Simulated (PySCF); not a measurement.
Rock-salt NaF, treated with evGW@PBE (GTH pseudopotentials, Gaussian basis; PySCF).

The same calculation (at the measured cell, 12.430 Å³/atom) with different numerical settings; throughout: k mesh 2×2×2:

```
run  basis  gap over the k-points evaluated (eV)   rough time
---  -----  ------------------------------------  -----------
1       DZ                                12.697   4 core-min
2       TZ                                12.446  10 core-min
3       QZ                                12.444  40 core-min
```

In the column gap over the k-points evaluated (eV) the first row differs from the last by +0.253 and the next to last by +0.002.

The last row is no converged limit: other settings stay fixed.
